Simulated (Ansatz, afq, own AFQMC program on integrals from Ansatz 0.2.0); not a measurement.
## Sn, triplet in def2-TZVPP, levels against full CI

A free Sn atom.

Basis def2-TZVPP with its core potentials. Noble-gas cores (and the filled d shells of Ga–Kr and In–Xe) are frozen. AFQMC by an in-house program on the Cholesky factors that Ansatz 0.2.0 writes for its CCSD(T) run. ph-AFQMC/CISD is guided by a CISD state made of CCSD amplitudes; releasing the constraint for a short imaginary time cuts its bias at the price of noise, slowly where states lie close. Free AFQMC starts from the CCSD state and is never constrained. Its projection time is finite, and what remains of the start isn't in its error. Uncertainties: one standard error, sampling alone. No spin–orbit coupling.

Determinant: UHF, the one that the program's search chose, which needn't be the lowest solution.

Full CI on the same integrals is exact in this basis and with this determinant's frozen core.

Cautions: no spin-orbit coupling; inner d shell frozen.

The T1 diagnostic is 0.0091, the weight of the determinant in the CISD state is 0.946 and the ⟨S²⟩ of the determinant is 2.012. The size of the correlated space is 4 electrons in 41 orbitals.

Reference: full CI, correlation energy -1.578 eV. The released energy is read at 1.50 1/Eh (meV from the phaseless value at times in 1/Eh: -0.3 ± 1.0 at 0.24, -1.8 ± 0.6 at 0.50, -2.7 ± 0.7 at 1.00, -2.0 ± 1.5 at 1.50).

| level | E − E(reference) (kJ/mol) | share of correlation (%) |
| --- | --- | --- |
| HF | 152.2 | 0.00 |
| MP2 | 39.3 | 74.17 |
| CCSD | 5.3 | 96.52 |
| CCSD(T) | 1.3 | 99.17 |
| CCSDT | 0.1 | 99.93 |
| CCSDT(Q) | 0.0 | 99.99 |
| ph-AFQMC/HF | 3.6 ± 0.9 | 97.60 |
| ph-AFQMC/CISD | 0.4 ± 0.07 | 99.73 |
| released AFQMC | 0.2 ± 0.1 | 99.86 |
| free AFQMC | 0.0 ± 0.04 | 100.02 |

CCSDT and higher add their correlation energy to the determinant of the CCSD(T) run, since their own runs factorise the integrals more tightly (a shift of under 2 meV). Free projections are given only where their last times agree within the noise and don't stop above the reference; a slow remainder of the start can still hide under it. A walk keeps the symmetry of its determinant, which the program's search chose and which needn't be the lowest solution, so a lower state of the same spin and another symmetry isn't excluded. Released energies are given only where the last usable release times agree within the noise; a slower fall can still hide under it.
